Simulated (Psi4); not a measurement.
# HS− (hydrosulfide) at OMP2/aug-cc-pVTZ (density fitting for correlation)

What is the vertical ionisation energy of HS− (hydrosulfide) at OMP2/aug-cc-pVTZ (density fitting for correlation)? 

The results are computed with Psi4 1.11.

### Step 1. The molecule

The species is HS− (2 atoms), meant as a singlet with charge -1. As SMILES, `[SH-]`. Geometry: relaxed at PBE0-D4/def2-TZVPD.

Bond lengths: S1–H2 1.346 Å.

### Step 2. A single-point energy at OMP2/aug-cc-pVTZ (density fitting for correlation)

Input file calc.py:

```python
import psi4

psi4.set_memory(1600000000)
psi4.set_num_threads(1)
psi4.set_output_file('hs.out', False)

m = psi4.geometry("""
-1 1
S
H 1 1.345967
symmetry c1
""")

psi4.set_options({
    'puream': True,
    'e_convergence': 1e-09,
    'd_convergence': 1e-08,
    'scf_type': 'pk',
    'num_frozen_docc': 5,
})

e_tot, wfn = psi4.energy('omp2/aug-cc-pVTZ', return_wfn=True)
print(f'total energy {e_tot:.8f} hartree = {e_tot * 27.211386:.5f} eV')
for k, v in sorted(psi4.core.scalar_variables().items()):
    print(f'{k:45s} {v:18.10f}')
```

Run with:

```console
python calc.py
```

hs.out (excerpt; [...] marks lines left out):

```text
[...]
  Running in c1 symmetry.
[...]
  Nuclear repulsion =    6.290522257024134
[...]
  Multiplicity = 1
[...]
  Nalpha       = 9
  Nbeta        = 9
[...]
    Number of basis functions: 73
[...]
   @RHF iter   1:  -398.06005863676427   -4.21893e-01   4.66910e-03 ADIIS/DIIS
[...]
   @RHF iter  10:  -398.14531975783893   -1.98952e-12   1.52113e-09 DIIS
[...]
    Orbital Energies [Eh]
    ---------------------
    Doubly Occupied:
       1A    -91.664806     2A     -8.665369     3A     -6.347066
       4A     -6.345281     5A     -6.345281     6A     -0.644575
       7A     -0.253417     8A     -0.094990     9A     -0.094990
[...]
  @RHF Final Energy:  -398.14531975783893
   => Energetics <=
    Nuclear Repulsion Energy =              6.2905222570241337
    One-Electron Energy =                -567.9601308999593812
    Two-Electron Energy =                 163.5242888850963254
    Total Energy =                       -398.1453197578389336
[...]
 Multipole Moments:
 ------------------------------------------------------------------------------------
     Multipole            Electronic (a.u.)      Nuclear  (a.u.)        Total (a.u.)
 ------------------------------------------------------------------------------------
 L = 1.  Multiply by 2.5417464519 to convert [e a0] to [Debye]
 Dipole X            :          0.0000000            0.0000000            0.0000000
 Dipole Y            :         -0.0000000            0.0000000           -0.0000000
 Dipole Z            :         -1.0309314            1.2221584            0.1912271
 Magnitude           :                                                    0.1912271
[...]
	Warning: cc_lambda option is changed to TRUE
	For this residual convergence, default PCG convergence is:     1.00e-07
[...]
	DF-MP2 Total Energy (a.u.)         :  -398.34527284888395
[...]
	DF-MP2 Total Energy (a.u.)         :  -398.34683363260064
[...]
	DF-OMP2 Total Energy (a.u.)        :  -398.34683363260046
[...]
```

On the terminal:

```text
total energy -398.34683363 hartree = -10839.56945 eV
CURRENT CORRELATION ENERGY                         -0.2015138748
CURRENT ENERGY                                   -398.3468336326
CURRENT REFERENCE ENERGY                         -398.1453197578
DD SOLVATION ENERGY                                 0.0000000000
HF KINETIC ENERGY                                 398.1262529818
HF POTENTIAL ENERGY                              -796.2715727397
HF TOTAL ENERGY                                  -398.1453197578
HF VIRIAL RATIO                                     2.0000478913
MP2 CORRELATION ENERGY                             -0.1999530910
MP2 DOUBLES ENERGY                                 -0.1999530910
MP2 SINGLES ENERGY                                  0.0000000000
MP2 TOTAL ENERGY                                 -398.3452728489
NUCLEAR REPULSION ENERGY                            6.2905222570
OMP2 CORRELATION ENERGY                            -0.2015138748
OMP2 REFERENCE CORRECTION ENERGY                    0.0012690265
OMP2 TOTAL ENERGY                                -398.3468336326
ONE-ELECTRON ENERGY                              -567.9601309000
PCM POLARIZATION ENERGY                             0.0000000000
PE ENERGY                                           0.0000000000
SCF ITERATION ENERGY                             -398.1453197578
SCF ITERATIONS                                     10.0000000000
SCF TOTAL ENERGY                                 -398.1453197578
SCS(N)-MP2 CORRELATION ENERGY                     398.1453197578
SCS(N)-MP2 TOTAL ENERGY                             0.0000000000
SCS(N)-OMP2 CORRELATION ENERGY                    398.1453197578
SCS(N)-OMP2 TOTAL ENERGY                            0.0000000000
SCS-MP2 CORRELATION ENERGY                        398.1453197578
SCS-MP2 TOTAL ENERGY                                0.0000000000
SCS-OMP2 CORRELATION ENERGY                       398.1453197578
SCS-OMP2 TOTAL ENERGY                               0.0000000000
SOS-MP2 CORRELATION ENERGY                        398.1453197578
SOS-MP2 TOTAL ENERGY                                0.0000000000
SOS-OMP2 CORRELATION ENERGY                       398.1453197578
SOS-OMP2 TOTAL ENERGY                               0.0000000000
TWO-ELECTRON ENERGY                               163.5242888851
```

Wall time 3.9 s (1 thread of Intel Xeon 6975P-C (Granite Rapids), shared host); peak memory 0.43 GiB.

### Step 3. Doublet neutral HS at the same level

Input file job.py:

```python
import psi4

psi4.set_memory('1600 MB')
psi4.set_num_threads(1)
psi4.set_output_file('psi4.out', False)

geom = psi4.geometry("""
0 2
S      0.574700    -0.187900     0.295500
H     -0.574700     0.187900    -0.295500
symmetry c1
""")

psi4.set_options({
    'basis': 'aug-cc-pVTZ',
    'reference': 'uhf',
    'puream': True,
    'e_convergence': 1e-09,
    'd_convergence': 1e-08,
    'scf_type': 'pk',
    'num_frozen_docc': 5,
    'maxiter': 200,
})

e_tot = psi4.energy('omp2', molecule=geom)
print('E =', round(e_tot, 9))
```

Run with:

```console
python job.py
```

psi4.out (excerpt; [...] marks lines left out):

```text
[...]
  Running in c1 symmetry.
[...]
  Nuclear repulsion =    6.290522543643841
[...]
  Multiplicity = 2
[...]
  Nalpha       = 9
  Nbeta        = 8
[...]
    Number of basis functions: 73
[...]
   @UHF iter   1:  -398.08602164865442   -4.47856e-01   2.22959e-03 DIIS/ADIIS
[...]
   @UHF iter  12:  -398.10587208478211   -1.09708e-11   6.76561e-09 DIIS
[...]
   @S^2 Observed:                7.640747651E-01
[...]
  @UHF Final Energy:  -398.10587208478211
   => Energetics <=
    Nuclear Repulsion Energy =              6.2905225436438412
    One-Electron Energy =                -562.6217258236538328
    Two-Electron Energy =                 158.2253311952278523
    Total Energy =                       -398.1058720847821064
  UHF NO Occupations:
  HONO-2 :    7  A 1.9994414
  HONO-1 :    8  A 1.9939092
[...]
 Multipole Moments:
 ------------------------------------------------------------------------------------
     Multipole            Electronic (a.u.)      Nuclear  (a.u.)        Total (a.u.)
 ------------------------------------------------------------------------------------
 L = 1.  Multiply by 2.5417464519 to convert [e a0] to [Debye]
 Dipole X            :          0.0000000            0.0000000            0.0000000
 Dipole Y            :         -0.0000000           -0.0000000           -0.0000000
 Dipole Z            :          0.8842225           -1.2221584           -0.3379359
 Magnitude           :                                                    0.3379359
[...]
	Warning: cc_lambda option is changed to TRUE
	For this residual convergence, default PCG convergence is:     1.00e-07
[...]
	DF-SCS-MP2 Total Energy (a.u.)     :  -398.26311361114205
	DF-SOS-MP2 Total Energy (a.u.)     :  -398.26456384247678
[...]
	DF-SCS-OMP2 Total Energy (a.u.)    :  -398.26483554440392
	DF-SOS-OMP2 Total Energy (a.u.)    :  -398.25384144087445
	DF-SCS(N)-OMP2 Total Energy (a.u.) :  -398.16264273516930
[...]
	DF-OMP2 Total Energy (a.u.)        :  -398.26194915607135
[...]
```

The script printed:

```text
E = -398.261949156
```

Wall time 6.6 s (1 thread of Intel Xeon 6975P-C (Granite Rapids), shared host); peak memory 0.43 GiB.

### Step 4. What came out

At OMP2/aug-cc-pVTZ (density fitting for correlation), 5 core orbitals frozen:

```
                                                                      quantity          value
                                                     singlet HS−: total energy  -398.34683 Eh
                              singlet HS−: HOMO energy (Hartree–Fock orbitals)       -2.58 eV
                              singlet HS−: LUMO energy (Hartree–Fock orbitals)        4.29 eV
            singlet HS−: HOMO–LUMO gap (to an unbound level, set by the basis)        6.87 eV
                      singlet HS−: correlation energy (5 core orbitals frozen)     -201.5 mEh
                                              doublet neutral HS: total energy  -398.26195 Eh
doublet neutral HS: HOMO energy (Hartree–Fock orbitals) (highest over α and β)      -10.37 eV
 doublet neutral HS: LUMO energy (Hartree–Fock orbitals) (lowest over α and β)       -0.08 eV
               doublet neutral HS: correlation energy (5 core orbitals frozen)     -156.1 mEh
                         doublet neutral HS: ⟨S²⟩ of the reference determinant          0.764
                           vertical detachment energy (to the doublet neutral)       2.310 eV
```

**Reading.** Removing an electron at fixed nuclei costs 2.31 eV (53 kcal/mol).
